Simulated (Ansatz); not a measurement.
Basis-set extrapolation for HOP (`O=P`) (PBE0-D4/def2-TZVP geometry, frozen core, Ansatz). Multiplicity 1, RHF reference.

|  | cc-pV(T+d)Z | cc-pV(Q+d)Z |
| --- | --- | --- |
| HF | -416.203326 | -416.214037 |
| MP2 correlation | -0.381114 | -0.410753 |
| CCSD(T) correlation | -0.411833 | -0.439197 |

Energies in hartree. Use E(X) = E(∞) + A·exp(−5.46·√X) for Hartree–Fock and E(X) = E(∞) + B·X^(−3.05) for correlation, with X = 3 and 4.

What is the CCSD(T) energy at the basis-set limit?

HF limit: -416.214037 + (-0.010711) × 0.30130 = -416.21726. Correlation limit: -0.439197 + (-0.027364) × 0.71189 = -0.45868. Total: -416.67594 hartree, 159.6 kJ/mol below CCSD(T)/cc-pV(T+d)Z.
